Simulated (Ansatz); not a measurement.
BPH6, singlet: a saddle search.

in.yaml

```yaml
crystal:
  periodic: [false, false, false]
  atoms:
    - {symbol: B, position_ang: [-0.763000, -0.333700, -0.539000]}
    - {symbol: H, position_ang: [-0.079800, -1.430100, 0.247700]}
    - {symbol: H, position_ang: [-0.504700, -0.503500, -1.663900]}
    - {symbol: H, position_ang: [-1.840400, -0.197000, -0.114900]}
    - {symbol: H, position_ang: [0.213300, -0.493600, 0.324600]}
    - {symbol: P, position_ang: [0.549900, 1.298900, 0.222000]}
    - {symbol: H, position_ang: [1.788600, 0.708700, -0.053900]}
    - {symbol: H, position_ang: [0.636100, 0.950300, 1.577300]}
basis:
  gaussian: {orbitals: def2-SVP}
hamiltonian: {xc: pbe0, dispersion: d4}
saddle:
  max_steps: 30
  mode_guess:
    - [0.0000, 0.0000, 0.0000]
    - [0.0000, 0.0000, 0.0000]
    - [0.0000, -0.0000, 0.0000]
    - [0.0000, -0.0000, 0.0000]
    - [-0.0000, -0.0000, -0.0000]
    - [-0.0000, 0.0000, -0.0000]
    - [-0.0000, -0.0000, -0.0000]
    - [-0.0000, 0.0000, -0.0000]
```

Command:

```bash
ansatz run in.yaml --threads 2 --pin off --events-out ev --progress --plain --max-ram 4352MiB
```

Output of Ansatz 0.2.0:

```
Error: invalid value for `saddle.mode_guess`: has no component on a free degree of freedom — its frozen components are dropped, and so is its uniform translation along each direction along which no atom is frozen; give the guess a component on an atom that moves relative to the others, or omit it for a random start direction
```

Hardware: 2 CPU threads of an Intel Xeon Platinum 8375C, shared host. Wall time about 0.05 s.


The program refused the input. The guess of the mode is all zeros.